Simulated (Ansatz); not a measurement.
A nudged elastic band was laid between two geometries of AlH5OS (8 atoms, charge 0, multiplicity 1).

Level of theory: RKS CAM-B3LYP-D4/6-31G* (Ansatz 0.2.0).

```yaml
movable_images: 9
climbing_image: yes
spring: 5.0 eV/Å²
optimiser: quadratic models (default)
start_path: through a guess of the saddle point
force_threshold: 0.05 eV/Å
iteration_limit: 60
end_points: relaxed
```

Image 0:

```xyz
8
Properties=species:S:1:pos:R:3
Al -0.025 0.041 0.277
O -0.282 -0.654 1.839
H -1.136 -1.061 2.019
H 1.482 0.112 -0.214
H -1.257 0.073 -0.729
S -0.071 2.528 1.163
H 1.250 2.765 1.110
H -0.028 2.068 2.425
```

Image 10:

```xyz
8
Properties=species:S:1:pos:R:3
Al 0.089 0.528 0.167
O -0.264 -0.179 2.026
H -1.106 -0.659 2.099
H 1.538 0.007 -0.196
H -1.238 -0.016 -0.518
S -0.034 2.676 0.817
H 1.291 2.880 0.938
H -0.341 0.635 2.560
```

Question: What changes between the two ends?

Answer: Bonds broken: S6–H8. Bonds formed: O2–H8.

Question: What energy profile does the band end with?

Answer: The run converged. The highest image is number 6 of 0 to 10, 27.1 kJ/mol above the first end and 63.3 kJ/mol above the last; the last end lies 36.1 kJ/mol below the first. A vibrational analysis at the climbing image gives one clearly imaginary mode, 981i cm⁻¹: a first-order saddle point. The orbitals stay closed-shell, which can raise the energy where a bond breaks towards radicals; this wasn't checked here.

```
image  path coordinate (Å)  energy (kJ/mol)  S6–H8 (Å)  O2–H8 (Å)
    0                 0.00              0.0       1.34       2.80
    1                 0.28              0.0       1.34       2.95
    2                 0.57              0.3       1.35       2.68
    3                 0.85              2.3       1.35       2.35
    4                 1.13              6.7       1.36       2.03
    5                 1.41             15.5       1.40       1.72
    6                 1.69             27.1       1.54       1.38
    7                 2.01             -4.8       1.88       1.07
    8                 2.33            -28.7       2.24       0.99
    9                 2.65            -34.7       2.51       0.98
   10                 2.97            -36.1       2.70       0.98
```

Question: What is the geometry of the highest image?

Answer: 
```xyz
8
Properties=species:S:1:pos:R:3
Al 0.055 0.255 0.164
O -0.203 -0.143 1.935
H -0.990 -0.634 2.208
H 1.537 0.040 -0.333
H -1.248 -0.006 -0.700
S -0.110 2.494 1.149
H 1.194 2.633 1.450
H -0.302 1.233 2.019
```

Question: What are the harmonic wavenumbers there?

Answer: 981i, 292, 312, 366, 440, 486, 567, 603, 655, 715, 782, 828, 1285, 1450, 1961, 1986, 2743, 3830 cm⁻¹.

The run took 2.3 min on 1 thread of AMD EPYC 9R45 96-Core Processor (Zen 5), with other jobs on the host, peak memory 0.16 GiB.
